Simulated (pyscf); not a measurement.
O=P–OH + H₂O + H₂O -> HO–P(OH)–OH + H₂O, a multi-bond step (singlet surface; H–O, H–O broken, H–O, O–P, H–O formed). PySCF, gas phase, ωB97X-D3(BJ)/def2-SVP geometries. Energies in eV from the separated reactants.

Small-basis levels: PySCF, no dispersion term, spherical d functions. 

Quick B3LYP/6-31G* single points give ΔE‡ = -0.80 eV and ΔE = -0.91 eV. What does ωB97M-D3(BJ)/def2-TZVP give, and how far is the quick result from it?

ωB97M-D3(BJ)/def2-TZVP gives ΔE‡ = -0.54 eV and ΔE = -0.97 eV. B3LYP/6-31G* lies 0.26 eV under it in the barrier and 0.07 eV over it in the reaction energy, so on this step it does not hold to within 0.13 eV. ωB97M-D3(BJ)/def2-TZVP has limits of its own. On the reactant side the descent ends in a bound adduct, 0.86 eV under the separated species and 0.27 eV under the saddle at ωB97X-D3(BJ)/def2-TZVP. On the product side the descent ends in a bound adduct, 0.49 eV under the separated species and 0.96 eV under the saddle at ωB97X-D3(BJ)/def2-TZVP. At ωB97M-D3(BJ) the saddle lies under the separated reactants, which points to a path from their complex (located at ωB97X-D3(BJ) alone). This is the saddle that the search found; another between the same sides may lie lower.
